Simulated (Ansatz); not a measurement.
# SiH5 (doublet): wave-function methods side by side at distance Si1–H5 along a hydrogen transfer = 1.904 Å, 6-31G

Aim: climb from Hartree-Fock through coupled cluster and multireference methods for SiH5 (doublet) at one geometry and basis, and see what each rung misses.

Method: 6-31G, core rule «outside noble gas», up to 5 orbitals frozen; program: Ansatz 0.2.0, Gaussian basis.

Plan: UHF; CCSD(T) on ROHF; CCSD(T) on UHF; BCCD(T) on ROHF; CISD; CCSDT(Q) on ROHF; CCSDT(Q) on UHF; CCSDTQ on ROHF; CASSCF and MRCISD+Q, 3 electrons in 3 orbitals; CASSCF and NEVPT2, 3 electrons in 3 orbitals; CASSCF and MRCISD+Q, 9 electrons in 9 orbitals; CASSCF and MRCISD+Q(relaxed), 9 electrons in 9 orbitals; CASSCF and NEVPT2, 9 electrons in 9 orbitals; Full CI.

10 further runs of the same task are left out: 9 that didn't finish, 1 set aside as unsound or not needed.

## Step 1: The system

The geometry derives from fragments relaxed apart (PBE0/def2-TZVP) and kept rigid, so it is no stationary point. A hydrogen atom is moved between rigid fragments.

6 atoms, charge 0, spin multiplicity 2.

Atoms are counted from 1 here; the program's logs count them from 0.

Bond lengths: Si1–H2 1.485 Å, Si1–H3 1.485 Å, Si1–H4 1.485 Å. Angles: H2–Si1–H3 109.5°, H2–Si1–H4 109.5°, H3–Si1–H4 109.5°.

## Step 2: UHF

in.yaml

```yaml
crystal:
  periodic: [false, false, false]
  atoms:
    - {symbol: Si, position_ang: [-0.098477, 0.000000, 0.000000]}
    - {symbol: H, position_ang: [-0.593349, 1.399708, 0.000000]}
    - {symbol: H, position_ang: [-0.593349, -0.699854, 1.212183]}
    - {symbol: H, position_ang: [-0.593349, -0.699854, -1.212183]}
    - {symbol: H, position_ang: [1.805523, 0.000000, 0.000000]}
    - {symbol: H, position_ang: [2.718523, 0.000000, 0.000000]}
basis:
  gaussian: {orbitals: 6-31G}
magnetization: {spin_polarized: true, initial_magnetization: 1}
hamiltonian: {xc: hf}
output: {orbitals: {seedname: orbitals}}
```

The run is started by

```sh
> ansatz run in.yaml --threads 1 --pin off --events-out ev --progress --plain --max-ram 2393MiB
```

Further steps of the session: CCSD(T) on ROHF; CCSD(T) on UHF; BCCD(T) on ROHF; CISD; CCSDT(Q) on ROHF; CCSDT(Q) on UHF; CCSDTQ on ROHF; CASSCF and MRCISD+Q, 3 electrons in 3 orbitals; CASSCF and NEVPT2, 3 electrons in 3 orbitals; CASSCF and MRCISD+Q, 9 electrons in 9 orbitals; CASSCF and MRCISD+Q(relaxed), 9 electrons in 9 orbitals; CASSCF and NEVPT2, 9 electrons in 9 orbitals; Full CI.

**Question.** What will the summary of the whole plan be? Wanted: FCI below the RHF energy; RMP2 from FCI; UMP2 from FCI; RCCSD from FCI; RCCSD(T) from FCI; UCCSD(T) from FCI; RCCSDT(Q) from FCI; UCCSDT(Q) from FCI; NEVPT2 pair from FCI.

As calculated:

| quantity | value |
| --- | --- |
| FCI below the RHF energy | -2.8213 eV |
| RMP2 from FCI | +19.37 kcal/mol |
| UMP2 from FCI | +18.97 kcal/mol |
| RCCSD from FCI | +0.91 kcal/mol |
| RCCSD(T) from FCI | +0.27 kcal/mol |
| UCCSD(T) from FCI | +0.29 kcal/mol |
| RCCSDT(Q) from FCI | +0.01 kcal/mol |
| UCCSDT(Q) from FCI | +0.01 kcal/mol |
| NEVPT2 pair from FCI | +14.36 kcal/mol |
| NEVPT2 valence from FCI | +4.93 kcal/mol |
| MRCISD+Q valence from FCI | +0.30 kcal/mol |
| levels within 1 kcal/mol (43 meV) | RCCSD, UCCSD, RCCSD(T), UCCSD(T), BCCD(T), RCCSDT, UCCSDT, RCCSDT(Q), UCCSDT(Q), RCCSDTQ, MRCISD valence, MRCISD+Q valence, MRCISD+Q(relaxed) valence |
| T1 diagnostic | 0.021 |
| effectively unpaired electrons | 1.03 |

RCCSD(T) misses by +0.27 kcal/mol, 0.4 % of the correlation energy. One determinant dominates. Of the multireference levels listed MRCISD+Q(relaxed) valence comes nearest in total energy (+0.01 kcal/mol), which doesn't show that its space is the better one. These misses are within one basis, not against nature; the frozen cores of restricted and unrestricted runs differ, which can shift their rows.
